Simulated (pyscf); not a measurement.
Routes from `[NH2][SiH2][OH]` + `[H][H]`

Candidate steps break at most two bonds and form at most two. Each was searched with GFN2-xTB (tblite) first. Single points on ωB97X-D3(BJ)/def2-SVP structures (PySCF, gas phase). Energies: ωB97M-D3(BJ)/def2-TZVP, kJ/mol, from the separated reactants, singlet surface; ΔG‡ with ideal gas, 1 atm, RRHO with modes under 100 cm⁻¹ raised to 100, one conformer, R ln 2 for chiral ones without a mode under 150 cm⁻¹.

```json
[
 {"products": "HO–SiH₃ + NH₃", "type": "four-centre exchange", "ΔE‡": "192.5", "ΔE": "+48.7", "ΔG‡ 298 K": "235.9", "ΔG‡ 900 K": "319.8", "ν‡ (cm⁻¹)": "1330i"},
 {"products": "H₂N–SiH₃ + H₂O", "type": "four-centre exchange", "ΔE‡": "212.8", "ΔE": "+92.5", "ΔG‡ 298 K": "255.9", "ΔG‡ 900 K": "338.5", "ν‡ (cm⁻¹)": "1188i"}
]
```

Row 1: On the product side the descent ends in a complex, 22.2 kJ/mol under the separated species and 167.4 kJ/mol under the saddle at ωB97X-D3(BJ)/def2-TZVP. 

Plain bond fissions and candidates not yet searched are not listed, and one of them may be faster. Each barrier is that of the saddle found; lower ones may exist.
